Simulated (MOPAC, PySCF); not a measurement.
Potential energy curve for H2, singlet.

Methods: PM3, restricted, heats of formation (MOPAC); UMP2 = MP2 on UHF/cc-pVTZ (PySCF); RKS-B3LYP = restricted B3LYP/cc-pVTZ in PySCF; RMP2 = MP2 on RHF/cc-pVTZ run with PySCF.

Energies are in kJ/mol, each relative to the lowest point of its own curve near equilibrium.

```
R / Å    PM3   UMP2  RKS-B3LYP   RMP2
-----  -----  -----  ---------  -----
0.60    20.0   47.0       49.6   47.0
0.64     6.7   21.3       23.3   21.3
0.68     0.7    6.7        7.9    6.7
0.70     0.0    2.6        3.4    2.6
0.73     1.6    0.0        0.2    0.0
0.75     4.4    0.2        0.0    0.2
0.78    10.6    3.0        2.1    3.0
0.80    16.1    6.3        5.0    6.3
0.82    22.5   10.6        8.8   10.6
0.86    37.9   21.6       18.8   21.6
0.93    71.3   46.8       42.3   46.8
1.02   122.5   86.3       79.5   86.3
1.13   190.8  139.9      130.1  139.9
1.24   258.6  204.0      182.2  194.7
1.33   311.0  266.9      224.0  238.8
1.49   397.1  338.3      294.1  312.5
1.66   483.7  380.3      360.9  382.3
1.85   576.5  405.3      425.5  448.6
2.01   646.6  416.9      472.0  495.0
2.23   727.3  425.3      525.2  545.5
2.63   838.6  431.1      595.9  601.9
3.00   911.2  432.5      639.3  620.3
```

At the longest distance, 3.00 Å, PM3 lies highest above its minimum (911.2 kJ/mol) and UMP2 lowest (432.5 kJ/mol).

The restricted form behind PM3, RKS-B3LYP, RMP2 keeps the bonding electrons paired and can't separate into open-shell fragments. The unrestricted determinant behind UMP2 is spin-contaminated at 1.24 to 3.00 Å (<S²> up to 1.0, against 0.00 for a pure singlet). The T1 diagnostic of CCSD on the restricted reference of RMP2 exceeds 0.045 at 1.85 to 3.00 Å.
